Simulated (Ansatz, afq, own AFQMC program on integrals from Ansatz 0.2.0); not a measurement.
Integrals from Ansatz 0.2.0, then the random walk in our own AFQMC program (afq).

```yaml
crystal:
  periodic: [false, false, false]
  atoms:
    - {symbol: Al, position_ang: [0.000000, 0.000000, 0.000000]}
    - {symbol: Al, position_ang: [0.000000, 0.000000, 5.503000]}
basis:
  gaussian: {orbitals: cc-pVDZ}
magnetization: {spin_polarized: true, initial_magnetization: 2}
correlation: {method: ccsd_t, electrons: outside_noble_gas, hamiltonian_folder: ham}
```

```sh
$ ansatz run in.yaml --threads 1 --pin off --events-out ev --progress --plain --max-ram 15360MiB --backend cuda --devices 0, --max-vram 18GiB
```

afq runs on the folder ham with

```
--method phaseless --trial cisd --walkers 4000 --populations 20 --least-time 60 --time-step 0.005 --steps-per-block 50 --equilibration-blocks 40 --max-blocks 4000 --target-error 0.00029 --factor-cut 1e-05 --start spin_pure --seed 5181 --release-times 0.24,0.51,0.99,1.62,2.4 --release-step 0.03 --release-every 3 --taylor-order 6
```

Times are imaginary, in 1/Eh. The walk had a cap of 122 s. With eight or more populations the least sampling time is a fifth of least-time, and the error comes from their spread.

Output of the walk:

```
orbitals 26  electrons 4 2  factors 149 of 364
reference energy -483.74813438 Eh
CCSD correlation -0.09439539 Eh in 14 cycles, weight of the determinant in the CISD state 0.8751
energy of the start -483.842267 Eh
 block  time / (1/Eh)  mean weight  energy / Eh
     1     0.250  1.0000  -483.841567
     2     0.500  1.0000  -483.841347
     3     0.750  0.9999  -483.841413
     4     1.000  1.0001  -483.841587
     5     1.250  1.0000  -483.841861
    10     2.500  1.0000  -483.843471
    19     4.750  1.0001  -483.843885
    29     7.250  0.9998  -483.844111
    39     9.750  1.0000  -483.844236
    49    12.250  1.0002  -483.844333
    59    14.750  1.0000  -483.844259
    69    17.250  1.0000  -483.843781
    79    19.750  1.0000  -483.844287
    85    21.250  1.0001  -483.844861
    89    22.250  1.0002  -483.844860
error from the spread of 20 populations
released: time / (1/Eh)  energy / Eh  error  mean overlap
  0.24  -483.844391  0.000073  1.0012
  0.51  -483.844408  0.000055  1.0025
  0.99  -483.844473  0.000050  1.0035
  1.62  -483.844572  0.000047  1.0055
  2.40  -483.844423  0.000168  1.0062
energy -483.844305 +/- 0.000063 Eh
(rows thinned)
```

The run passed its tests (sampling time, drift between the halves within three errors, error under three times the target), which doesn't prove that it has relaxed.

Against this walk (error 1.7 meV) on the same determinant: CCSD(T) 9.3 meV higher, CCSDT(Q) 18.3 meV lower, CCSDTQ 34.9 meV lower, full CI 37.4 meV lower. The error is statistical and leaves out the bias of the constraint. Released to 2.40 1/Eh the energy moves by -3 ± 5 meV (both errors), within twice the noise. Full CI is exact here, so the walk's 37 meV above it is the walk's own error: the bias of the constraint with this trial.

Cautions: constraint bias not in the error; lower spins were not checked; CCSDTQ is in doubt: among natural orbitals it converges to other amplitudes; the released energy hasn't reached full CI (34 meV above it at 2.40 1/Eh).

The walk took 27 s on 1 × NVIDIA H100 80GB HBM3 with 2 threads of AMD EPYC 7R13 Processor (Zen 3), with other jobs on the host (the card was shared). The log's last line is the phaseless energy.

CCSDT and higher add their correlation energy to the determinant of the CCSD(T) run, since their own runs factorise the integrals more tightly (a shift of under 2 meV).
